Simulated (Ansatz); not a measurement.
Conformers of `C1CNCCN1`, each relaxed with PBE0-D4/def2-TZVP in Ansatz. CBS adds the triple-zeta coupled-cluster correction to the MP2 limit.

Not all of them had a frequency check.

Conformer A:

Cartesian coordinates in Å:
```
C -1.263 -0.392 -0.425
C -0.248 0.135 -1.427
N 0.764 0.986 -0.823
C 1.376 0.340 0.326
C 0.361 -0.188 1.328
N -0.560 -1.075 0.644
H -1.946 -1.095 -0.911
H -1.868 0.459 -0.055
H 0.261 -0.716 -1.892
H -0.752 0.692 -2.222
H 0.338 1.859 -0.530
H 1.977 -0.500 -0.040
H 2.058 1.045 0.809
H -0.153 0.674 1.796
H 0.868 -0.741 2.124
H -1.214 -1.484 1.298
```

Conformer B:

Z-matrix (Å, degrees):
```
C
N 1 1.457
C 1 1.540 2 112.6
H 1 1.096 2 109.2 3 -122.1
H 1 1.092 2 107.8 3 121.8
C 2 1.449 1 110.5 3 35.5
H 2 1.012 1 108.4 3 -83.2
N 3 1.448 1 107.7 2 26.8
H 3 1.092 1 110.5 2 146.3
H 3 1.105 1 110.0 2 -95.9
C 6 1.543 2 112.9 1 -61.5
H 6 1.095 2 107.4 1 59.9
H 6 1.092 2 109.6 1 175.2
H 8 1.010 3 111.5 1 165.7
H 11 1.104 6 109.1 2 143.5
H 11 1.095 6 110.5 2 -98.8
```

**Question.** Which is lowest in electronic energy at CCSD(T)/CBS (frozen core, def2 sets), and by how much? (Estimate.)

**Answer.** Computed: A; B lies 24.4 kJ/mol higher.

**Question.** Give the energies relative to A (kJ/mol) with ωB97X-V/def2-TZVPP, B2PLYP/def2-TZVPP, B3LYP/def2-TZVPP, HF/def2-TZVPP, CCSD(T)/def2-TZVPP, MP2/def2-QZVPP, CCSD/CBS(def2). (Estimate.)

**Answer.** The calculation gave: 
| level | B |
| --- | --- |
| ωB97X-V/def2-TZVPP | 24.1 |
| B2PLYP/def2-TZVPP | 25.6 |
| B3LYP/def2-TZVPP | 26.0 |
| HF/def2-TZVPP | 27.1 |
| CCSD(T)/def2-TZVPP | 24.1 |
| MP2/def2-QZVPP | 25.0 |
| CCSD/CBS(def2) | 24.8 |

B3LYP here is the variant with VWN-RPA as its local correlation; programs differ in this.
